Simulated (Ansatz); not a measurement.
**AlNH (doublet): from Hartree-Fock to the top rungs, cc-pVTZ**

Aim: climb from Hartree-Fock through coupled cluster for AlNH (doublet) at one geometry and basis, and see what each rung misses.

Computed with Ansatz 0.2.0, Gaussian basis. Level: cc-pVTZ, core rule «outside noble gas», up to 6 orbitals frozen.

The runs, in order: UHF; CCSD(T) on ROHF; CCSD(T) on UHF; BCCD(T) on ROHF; CCSDT(Q) on ROHF; CCSDT(Q) on UHF.

17 further runs of the same task are left out: 12 for a known fault of the program, 5 set aside as unsound or not needed.

## 1. The geometry

The geometry is a PBE0/def2-TZVP stationary point (not a proven minimum) of the parent state, kept for this charge and spin.

3 atoms, charge 0, spin multiplicity 2.

Atoms are counted from 1 here; the program's logs count them from 0.

Bond lengths: Al1–N2 1.909 Å, N2–H3 1.029 Å. Angles: Al1–N2–H3 108.4°.

Coordinates:

```xyz
3
charge 0, multiplicity 2
Al    0.0000   -0.0319    0.6899
N     0.0000    0.1209   -1.2129
H     0.0000   -0.8261   -1.6143
```

## 2. UHF

The input, in.yaml:

```yaml
crystal:
  periodic: [false, false, false]
  atoms:
    - {symbol: Al, position_ang: [0.000000, -0.031887, 0.689947]}
    - {symbol: N, position_ang: [0.000000, 0.120874, -1.212902]}
    - {symbol: H, position_ang: [0.000000, -0.826124, -1.614269]}
basis:
  gaussian: {orbitals: cc-pVTZ}
magnetization: {spin_polarized: true, initial_magnetization: 1}
hamiltonian: {xc: hf}
output: {orbitals: {seedname: orbitals}}
```

Command:

```
$ ansatz run in.yaml --threads 1 --pin off --events-out ev --progress --plain --max-ram 2560MiB --backend cpu
```

Further steps of the session: CCSD(T) on ROHF; CCSD(T) on UHF; BCCD(T) on ROHF; CCSDT(Q) on ROHF; CCSDT(Q) on UHF.

Before running them: what should the planned runs give, taken together? Wanted: UCCSDT(Q) below the RHF energy; RMP2 from UCCSDT(Q); UMP2 from UCCSDT(Q); RCCSD from UCCSDT(Q); RCCSD(T) from UCCSDT(Q); UCCSD(T) from UCCSDT(Q); RCCSDT(Q) from UCCSDT(Q); T1 diagnostic.

As calculated:

| quantity | value |
| --- | --- |
| UCCSDT(Q) below the RHF energy | -7.2584 eV |
| RMP2 from UCCSDT(Q) | +22.13 kcal/mol |
| UMP2 from UCCSDT(Q) | +22.49 kcal/mol |
| RCCSD from UCCSDT(Q) | +6.68 kcal/mol |
| RCCSD(T) from UCCSDT(Q) | +0.84 kcal/mol |
| UCCSD(T) from UCCSDT(Q) | +0.83 kcal/mol |
| RCCSDT(Q) from UCCSDT(Q) | +0.05 kcal/mol |
| levels within 1 kcal/mol (43 meV) | RCCSD(T), UCCSD(T), BCCD(T), RCCSDT, UCCSDT, RCCSDT(Q) |
| T1 diagnostic | 0.020 |

**Reading.** RCCSD(T) lands +0.84 kcal/mol from the yardstick (0.5 % of the correlation energy). These misses are within one basis, not against nature; the frozen cores of restricted and unrestricted runs differ, which can shift their rows.
